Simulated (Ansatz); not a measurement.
Take Ta in the bcc (W type) structure (space group Im-3m, No. 229; a = 3.305 Å) as the base.

Level of theory: r2SCAN, PAW, 500 eV (Ansatz, a quantum-chemistry and plane-wave program; no spin-orbit coupling).

Now apply this change: V takes the place of Ta on all its sites; the structure is relaxed again.

Measured lattice parameter a: Ta 3.299 Å (static lattice; corrected from measurement; as listed in Daniel Mejia-Rodriguez, S. B. Trickey, Phys. Rev. B (2018)); V 3.021 Å (static lattice; corrected from measurement; as listed in Daniel Mejia-Rodriguez, S. B. Trickey, Phys. Rev. B (2018)).

Task: How well does r2SCAN reproduce the measured shift?

Result: With r2SCAN the lattice parameter a moves by -0.322 Å (3.305 → 2.983) against -0.278 Å measured.

Whether these cells are dynamically stable was not tested. Starting moments died away, wholly or in part, for Ta → V; another magnetic solution may exist. All final runs are without spin polarisation.
